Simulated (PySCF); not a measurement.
Gas-phase reaction: SiHCl + H2 ⇌ SiH3Cl

Computed with PySCF and rigid-rotor harmonic-oscillator thermochemistry at 1 bar. † marks an energy on the PBE0/def2-TZVP geometry and frequencies; other levels use their own. MP2 and CCSD(T) freeze the core. All species are closed-shell singlets. SiHCl: computed as isolated molecules; such fragments, hydroxides, amides, oligomers or adducts are transient or little studied in the gas. MP2 isn't extrapolated to the basis-set limit; its ΔH°(298 K) is -210.9 kJ in def2-SVP and -209.4 kJ in def2-TZVPP. CCSD(T) isn't extrapolated to the basis-set limit; its ΔH°(298 K) is -195.8 kJ in def2-SVP and -196.9 kJ in def2-TZVPP. The harmonic model lacks anharmonicity and excited electronic states, which grow with temperature; levels with a mode under 35 cm⁻¹ are left out.

ΔH° and ΔS° at 298 K: CCSD(T)/def2-TZVPP† -197 kJ, -131 J/K; M06-2X/def2-TZVP† -192 kJ, -131 J/K; MP2/def2-SVP† -211 kJ, -131 J/K; MP2/def2-TZVPP† -209 kJ, -131 J/K; PBE0/def2-TZVP -206 kJ, -131 J/K; ωB97M-V/def2-TZVP† -193 kJ, -131 J/K.

Q: With the heat capacities included, give log10 K (1 bar) at 500, 600, 1200, 2000, 2500 K from CCSD(T)/def2-TZVPP†, M06-2X/def2-TZVP†, MP2/def2-SVP†, MP2/def2-TZVPP†, PBE0/def2-TZVP, ωB97M-V/def2-TZVP†.

A: 
| T (K) | CCSD(T)/def2-TZVPP† | M06-2X/def2-TZVP† | MP2/def2-SVP† | MP2/def2-TZVPP† | PBE0/def2-TZVP | ωB97M-V/def2-TZVP† |
|---|---|---|---|---|---|---|
| 500 | 13.6 | 13.1 | 15.1 | 14.9 | 14.5 | 13.3 |
| 600 | 10.2 | 9.7 | 11.4 | 11.2 | 10.9 | 9.8 |
| 1200 | 1.5 | 1.2 | 2.1 | 2.0 | 1.8 | 1.3 |
| 2000 | -1.9 | -2.0 | -1.5 | -1.6 | -1.7 | -2.0 |
| 2500 | -2.9 | -3.0 | -2.6 | -2.6 | -2.7 | -3.0 |
